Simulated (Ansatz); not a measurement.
A made-up structure of CH6BO (charge +1), singlet:

```xyz
9
angstrom
B 0.6506 -0.5198 1.0194
C 0.3504 0.4093 -0.1480
O -1.1044 0.2250 -0.6627
H -1.3925 0.8250 -1.3684
H -1.6739 -0.4725 -0.3022
H 0.5421 1.4033 0.2611
H 1.0894 0.1905 -0.9248
H 0.0500 -1.5001 0.9911
H 1.7626 -0.7148 1.2383
```

It is relaxed with PBE-D4/def2-SVP and then PBE0-D4/def2-TZVP (Ansatz 0.2.0). Atoms count as bonded within 1.22 times the sum of their covalent radii (H–H: 0.88 Å). The end point is not checked to be a true minimum.

Problem. Does its bonding change? (A judgement: the text doesn't fix the answer.)

Solution. Computed: No: no bond forms or breaks.

Where it ends: The first stage lowers the energy by 0.92 eV in 12 steps. It ends as CH₆BO ([BH2][CH2][OH2]), total charge +1:
```
9
angstrom
B 0.7130 -0.6976 0.8950
C 0.3623 0.4056 -0.1419
O -1.1097 0.3618 -0.5264
H -1.3474 0.7994 -1.3620
H -1.4995 -0.5280 -0.4677
H 0.4959 1.4192 0.2416
H 0.9345 0.2926 -1.0677
H -0.0982 -1.5099 1.2206
H 1.8235 -0.6971 1.3123
```

Labels in which every atom is bracketed show which atoms are joined, not bond orders.

For scale, one of the runs: PBE0-D4/def2-TZVP relaxation, 129 basis functions, launched by `ansatz run in.yaml --threads 2 --pin off --events-out ev --progress --plain --max-ram 4352MiB`. Hardware: 2 CPU threads of an Arm Neoverse V2, shared host. Wall time about 18 s.
